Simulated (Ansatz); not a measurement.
# MgNH (singlet): the correlation ladder at distance N1–Mg2 = 2.619 Å, 6-31G

How much of the correlation energy of MgNH (singlet) does each wave-function method recover here?

The runs use Ansatz 0.2.0, Gaussian basis; 6-31G, core rule «outside noble gas», up to 6 orbitals frozen.

The runs, in order: UHF; CCSD(T) on RHF; CCSD(T) on UHF; BCCD(T) on RHF; CISD; CCSDT(Q) on RHF; CCSDT(Q) on UHF; CCSDTQ on RHF; CCSDTQ on UHF; CASSCF and MRCISD+Q, 2 electrons in 2 orbitals; CASSCF and NEVPT2, 2 electrons in 2 orbitals; Full CI; Full CI in the symmetry of the determinant.

41 further runs of the same task are left out: 14 for a known fault of the program, 22 that didn't finish, 5 set aside as unsound or not needed.

## Step 1: The geometry

The geometry derives from a PBE0/def2-TZVP stationary point (not a proven minimum). One bond is set to the value named and the two fragments are kept rigid.

3 atoms, charge 0, spin multiplicity 1.

Atoms are counted from 1 here; the program's logs count them from 0.

Bond lengths: N1–H3 1.028 Å.

## Step 2: UHF

in.yaml reads:

```yaml
crystal:
  periodic: [false, false, false]
  atoms:
    - {symbol: N, position_ang: [0.000000, -0.159428, 1.602074]}
    - {symbol: Mg, position_ang: [0.000000, 0.059868, -1.007728]}
    - {symbol: H, position_ang: [0.000000, 0.771834, 2.036888]}
basis:
  gaussian: {orbitals: 6-31G}
magnetization: {spin_polarized: true, initial_magnetization: 0}
hamiltonian: {xc: hf}
output: {orbitals: {seedname: orbitals}}
```

Run with:

```bash
> ansatz run in.yaml --threads 1 --pin off --events-out ev --progress --plain --max-ram 2393MiB
```

Further steps of the session: CCSD(T) on RHF; CCSD(T) on UHF; BCCD(T) on RHF; CISD; CCSDT(Q) on RHF; CCSDT(Q) on UHF; CCSDTQ on RHF; CCSDTQ on UHF; CASSCF and MRCISD+Q, 2 electrons in 2 orbitals; CASSCF and NEVPT2, 2 electrons in 2 orbitals; Full CI; Full CI in the symmetry of the determinant.

**Question.** What will the summary of the whole plan be? Wanted: FCI below the RHF energy; NEVPT2 pair from FCI; MRCISD+Q pair from FCI; T1 diagnostic; effectively unpaired electrons.

As calculated:

```
                         quantity       value
         FCI below the RHF energy  -4.6545 eV
             NEVPT2 pair from FCI  +539.7 meV
           MRCISD+Q pair from FCI   +45.5 meV
levels within 1 kcal/mol (43 meV)        none
                    T1 diagnostic       0.112
   effectively unpaired electrons        2.07
```

The occupations show strong static correlation (2.1 unpaired electrons where one determinant has 0). Of the multireference levels listed MRCISD+Q pair comes nearest in total energy (+45.5 meV), which doesn't show that its space is the better one. The lowest state has another symmetry than the determinant, whose own symmetry lies 0.21 eV higher, so single-reference misses include that gap. These misses are within one basis, not against nature.
